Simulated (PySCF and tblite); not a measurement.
Results of a calculation; reference values are marked as such.
C3H6F2, numbered as in [CH3:1][C@H:2]([F:3])[CH2:4][F:5]. The same 3 conformers on PBE0-D3(BJ)/def2-SVP geometries, with only the solvent of the single-point energies changed (functional PBE0, basis set def2-TZVP, D3(BJ) where defined; PySCF).

Torsions listed: F3–C2–C4–F5.

| conformer | shape | symmetry | dipole D |
| --- | --- | --- | --- |
| 1 | 68° | C1 | 2.81 |
| 2 | -74° | C1 | 2.45 |
| 3 | 176° | C1 | 0.41 |

Energies (kcal/mol) above conformer 1 and its weight at 298.15 K (thermal terms from GFN2-xTB):

| solvent | E(2) − E(1) | E(3) − E(1) | weight of 1 (%) | dipole of 1 (D) | of 2 |
| --- | --- | --- | --- | --- | --- |
| gas phase | 0.00 | 0.28 | 40 | 2.81 | 2.45 |
| cyclohexane | 0.12 | 0.72 | 50 | 3.07 | 2.71 |
| chloroform | ? | ? | ? | ? | ? |
| acetone | 0.26 | 1.51 | 61 | 3.48 | 3.15 |
| water | 0.28 | 1.61 | 62 | 3.52 | 3.20 |

Question: What does chloroform give?

Answer: E(2) − E(1) = 0.21 kcal/mol, E(3) − E(1) = 1.15 kcal/mol, weight of conformer 1 57 %, dipoles 3.30 and 2.95 D.

Question: How much does the choice of solvent matter?

Answer: The widest range is that of E(3) − E(1), which runs from 0.28 (gas phase) to 1.61 kcal/mol (water), a spread of 1.33, against RT = 0.59. From gas phase to water conformer 1 gains, the one with the larger dipole, as a polar medium favours it.
